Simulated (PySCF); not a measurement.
# How the method moves the HOMO and LUMO of 2-propanimine

2-propanimine, C₃H₇N.
Z-matrix (Å and degrees, PBE0-D3(BJ)/def2-SVP geometry), rows numbered from 1:
```
C 
C   1  1.5021
C   2  1.5064  1  115.80
N   2  1.2721  1  119.03  3   179.96
H   1  1.1023  2  110.81  3    58.42
H   1  1.1023  2  110.70  3   -59.89
H   1  1.0970  2  109.76  3   179.35
H   3  1.0994  2  111.68  1   179.76
H   3  1.1022  2  110.57  1   -59.14
H   3  1.1023  2  110.58  1    58.63
H   4  1.0260  2  110.04  1  -179.96
```

Basis pcSseg-2 throughout (PySCF), one geometry. Isolated species at its PBE0-D3(BJ)/def2-SVP geometry, gas phase.

Problem. How do the orbital energies, the gap and the dipole change with the method?

Solution. 
```
   method                    kind  HOMO (eV)  LUMO (eV)  gap (eV)  μ (D)  SCF cycles
     BLYP                     GGA      -5.85      -0.90      4.94   2.43          14
     OPBE                     GGA      -5.90      -0.92      4.98   2.37          14
      PBE                     GGA      -5.93      -1.02      4.92   2.43          14
    B97-D                     GGA      -5.96      -0.92      5.03   2.43          14
      LDA                     LDA      -6.01      -1.21      4.80   2.54          13
     BP86                     GGA      -6.04      -1.09      4.95   2.45          14
      KT2                     GGA      -6.13      -0.95      5.18   2.38          14
      KT3                     GGA      -6.14      -0.97      5.18   2.34          14
    B97-2           global hybrid      -7.19       0.03      7.21   2.49          12
    B3LYP           global hybrid      -7.22      -0.17      7.05   2.51          13
     PBE0           global hybrid      -7.46       0.10      7.56   2.51          13
 mPW1PW91           global hybrid      -7.49       0.08      7.57   2.51          12
CAM-B3LYP  range-separated hybrid      -8.92       1.06      9.98   2.57          12
BHandHLYP           global hybrid      -8.93       0.89      9.82   2.59          12
  wB97X-D  range-separated hybrid      -9.38       1.95     11.33   2.56          13
  LC-wPBE  range-separated hybrid     -10.28       2.21     12.49   2.60          12
       HF            Hartree–Fock     -11.24       2.46     13.70   2.71          11
```

The HOMO spans 5.39 eV, from BLYP down to HF, and the gap runs from 4.80 eV (LDA) to 13.70 eV (HF). Over the methods BLYP (0 %), OPBE (0 %), PBE (0 %), B97-D (0 %), LDA (0 %), BP86 (0 %), KT2 (0 %), KT3 (0 %), B97-2 (21 %), B3LYP (20 %), PBE0 (25 %), mPW1PW91 (25 %), BHandHLYP (50 %), HF (100 %), a straight line through the gap against the share of exact exchange rises by 0.89 eV for each 10 % (correlation coefficient 0.997). The dipole ranges from 2.34 D (KT3) to 2.71 D (HF). This basis has no diffuse functions.

The vertical ΔSCF ionisation energy at PBE0/def2-SVPD is 9.71 eV; −ε(HOMO) comes closest to it with wB97X-D (9.38 eV).
